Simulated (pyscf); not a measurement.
## Substitution at O: HO–SiH₂–O–SiH₃ + H• → HO–SiH₂–O–SiH₃ + H•

Gas phase, doublet surface, charge 0. Bonds broken: O10–H11. Bonds formed: H4–O10. Optimised with ωB97X-D3(BJ)/def2-SVP in PySCF.

Transition state (Å):

```xyz
11

Si    -2.7418     1.0606    -0.4187
O     -1.3234     0.6818    -1.1682
Si     0.2163     0.2997    -0.6456
H     -2.5706     0.0593     1.7961
H     -3.7737     0.0383    -0.6934
H     -3.1884     2.4191    -0.7925
H      0.1759    -0.9114     0.2220
H      1.0464     0.0360    -1.8497
H      0.7891     1.4351     0.1312
O     -2.4809     1.0678     1.3196
H     -2.0830     2.0363     1.7149
```

One imaginary mode, 2619i cm⁻¹; descent along it reached the two sides named.

```
bond     change  reactant side (Å)  saddle  product side
-------  ------  -----------------  ------  ------------
O10–H11  breaks              0.963   1.119           3.1
H4–O10    forms                3.1   1.119         0.963
```

Electronic energies relative to the separated reactants (kcal/mol):

```tsv
level	barrier	reaction energy	reverse barrier
ωB97X-D3(BJ)/def2-TZVP	33.1	0.0	33.1
PBE/def2-TZVP	20.7	0.0	20.7
r²SCAN/def2-TZVP	23.3	0.0	23.3
B3LYP-D3(BJ)/def2-TZVP	24.2	0.0	24.2
PBE0-D3(BJ)/def2-TZVP	26.4	0.0	26.4
M06-2X/def2-TZVP	28.2	0.0	28.2
ωB97M-D3(BJ)/def2-TZVP	29.5	0.0	29.5
HF/def2-TZVP	52.4	0.0	52.4
```

With ωB97M-D3(BJ)/def2-TZVP energies and thermal terms (ideal gas, 1 atm, RRHO with modes under 100 cm⁻¹ raised to 100, one conformer, R ln 2 for chiral ones without a mode under 150 cm⁻¹), in kcal/mol:

| T (K) | ΔH‡ | ΔG‡ | ΔH | ΔG |
|---|---|---|---|---|
| 298 | 26.0 | 32.3 | 0.0 | 0.0 |
| 600 | 26.0 | 38.7 | 0.0 | 0.0 |
| 900 | 26.0 | 45.0 | 0.0 | 0.0 |
| 1200 | 26.0 | 51.3 | 0.0 | 0.0 |

The same reactants have a lower exit, to •O–SiH₂–O–SiH₃ + H₂ (barrier +19.4 kcal/mol at ωB97M-D3(BJ)/def2-TZVP, against +29.5 kcal/mol here). One saddle was located; it need not be the lowest between these sides. The angle at the attacked O is 131°.
